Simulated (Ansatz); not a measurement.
# CH₄NSi+: an energy map over bond length C1–Si2 and angle H5–C1–Si2

A grid of calculations on CH4NSi, SMILES C=[Si+]N, charge +1, to see where the energy is lowest and how it rises around there.

The runs use Ansatz 0.2.0; RKS r2SCAN-D4/def2-TZVP.

## 1. The system as given

7 atoms, charge 1, spin multiplicity 1.

Atoms are counted from 1 here; the program's logs count them from 0.

Bond lengths: C1–Si2 1.742 Å, C1–H4 1.111 Å, C1–H5 1.110 Å, Si2–N3 1.665 Å, N3–H6 1.029 Å, N3–H7 1.031 Å. Angles: Si2–C1–H4 116.9°, Si2–C1–H5 117.3°, H4–C1–H5 113.8°, C1–Si2–N3 137.4°, Si2–N3–H6 123.1°, Si2–N3–H7 123.3°, H6–N3–H7 113.5°.

Coordinates:

```
C    -1.15694    0.28375   -1.03100
Si   -0.28689    0.09198    0.46617
N     1.25654   -0.31278    0.94348
H    -1.91953   -0.48689   -1.27163
H    -1.45445    1.31404   -1.31811
H     1.54412   -0.36638    1.93018
H     2.01716   -0.52372    0.28090
```

This geometry comes from a loose relaxation at PBE in a small basis, which is not shown.

## 3. Plan of the scan

First coordinate, bond length C1–Si2: 11 values from 1.483 to 2.413 Å. Second coordinate, angle H5–C1–Si2: 11 values from 92.2 to 142.2 °.

Nothing else is relaxed (all other coordinates rigid). Energies count from the relaxed molecule at the same level. Points are written as (first, second).

(The set-up runs are not shown.)

## 4. Point (1.762 Å, 117.2°)

input.yaml reads:

```yaml
crystal:
  periodic: [false, false, false]
  atoms:
    - { symbol: C, position_ang: [-1.14603, 0.278998, -1.021492] }
    - { symbol: Si, position_ang: [-0.258184, 0.079548, 0.487346] }
    - { symbol: "N", position_ang: [1.262827, -0.310558, 0.966335] }
    - { symbol: H, position_ang: [-1.902242, -0.472899, -1.257899] }
    - { symbol: H, position_ang: [-1.437876, 1.294375, -1.298555] }
    - { symbol: H, position_ang: [1.544472, -0.363917, 1.938262] }
    - { symbol: H, position_ang: [2.014038, -0.522571, 0.316918] }
total_charge: 1
basis:
  gaussian: { orbitals: def2-TZVP }
hamiltonian:
  xc: r2scan
  dispersion: d4
output:
  forces: true
```

Started as:

```
ansatz run input.yaml --threads 1 --pin off --max-ram 2560MiB --backend cpu --events-out ev --progress --plain --runs-dir out
```

The session goes on with these runs: the other points that were computed.

What does the calculation give? Wanted: lowest point; highest computed point; largest force on an atom.

The runs gave:

| quantity | value |
| --- | --- |
| lowest point | (1.762 Å, 117.2°), 0.43 kcal/mol |
| highest computed point | (2.413 Å, 142.2°), 58.9 kcal/mol above the lowest |
| largest force on an atom (eV/Å) | 0.9 at (1.762 Å, 117.2°) to 12.9 at (1.483 Å, 92.2°); 0.9 at the lowest point |
| time for the whole task | 17 min on 1 thread, shared host |

**Reading.** The lowest computed point is at (1.762 Å, 117.2°), 0.43 kcal/mol from the relaxed molecule at the same level. The grid is coarse, so the lowest point of the scanned range may lie between grid points; coordinates that were held can hide deeper minima. No other kind of well shows on this grid. The highest computed point, (2.413 Å, 142.2°), lies 58.9 kcal/mol above the lowest. Round the minimum the valley is somewhat tilted: raising bond length C1–Si2 shifts the best value of angle H5–C1–Si2 downwards (coupling k₁₂/√(k₁₁k₂₂) about 0.1).
